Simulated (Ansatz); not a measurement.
Molecule: H$_{2}$S, charge 1, multiplicity 2. SMILES of the parent species: S

Atoms: S1, H2, H3. Bonds: S1-H2, S1-H3.

Bond lengths (Å) and angles (degrees) optimised at HF/STO-3G with Ansatz (an electronic-structure program); B3LYP/LANL2DZ with Ansatz; B3LYP/6-31G* with Ansatz, each started from the B3LYP-D3(BJ)/def2-TZVP structure (Ansatz) of the last column. A row stands for all coordinates that are equal there. 6-31G* holds six Cartesian d functions. No wavenumbers were computed at HF/STO-3G, B3LYP/LANL2DZ, so these may be saddle points.

| coordinate | HF/STO-3G | B3LYP/LANL2DZ | B3LYP/6-31G* | B3LYP-D3(BJ)/def2-TZVP |
|---|---|---|---|---|
| S1-H2 | 1.366 | 1.395 | 1.364 | 1.364 |
| H2-S1-H3 | 95.2 | 95.8 | 93.8 | 93.1 |

Mean signed difference of all 2 bond lengths from B3LYP-D3(BJ)/def2-TZVP: HF/STO-3G 0.002 Å, B3LYP/LANL2DZ 0.031 Å, B3LYP/6-31G* 0.000 Å.
